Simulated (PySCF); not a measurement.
An unknown is described by computed data only.

Formula: C2NP.

| Item | Value |
| --- | --- |
| Dipole | 3.77 D [CAM-B3LYP/def2-SVPD] |
| Rotational structure | rotational constant B (linear): 2.703 GHz [PBE0-D3(BJ)/def2-SVP] |
| Valence photoelectron | vertical ionisation energy: 10.92 eV [ΔSCF CAM-B3LYP/def2-SVPD] |
| Polarisability | 53.6 au [CAM-B3LYP/def2-SVPD] |
| 13C NMR | chemical shifts (computed TMS as zero) by class: 126.6 (1 C), 106.2 (1 C) ppm [GIAO KT2/pcSseg-2] |
| NMR, other nuclei | isotropic shieldings of nuclei other than C and H, by class: -7 (1 N), 402 (1 P) ppm [GIAO KT2/pcSseg-2] |

Electronic properties: PySCF, gas phase, density fitting. Levels stand in brackets. Isolated species at its PBE0-D3(BJ)/def2-SVP geometry, gas phase. NMR classes are plain means over equivalent atoms (diastereotopic ones count apart unless rotation or inversion swaps them), as if these changed places fast.

Question: Propose a structure and show how it fits.

Answer: Numbering: `[N:1]#[C:2][C:3]#[P:4]`. 2 carbons fall into 2 classes; from least to most shielded: triply bonded carbon [C3] (126.6 ppm), nitrile carbon [C2] (106.2 ppm). The other shieldings belong to: -7 ppm, nitrile nitrogen [N1]; 402 ppm, phosphorus bonded to C [P4]. The optimised geometry has point group C∞v and is a linear rotor. Structure: cyanophosphaethyne (`N#CC#P`). The assignments are read from this structure; whether some other isomer fits the data as well wasn't checked.
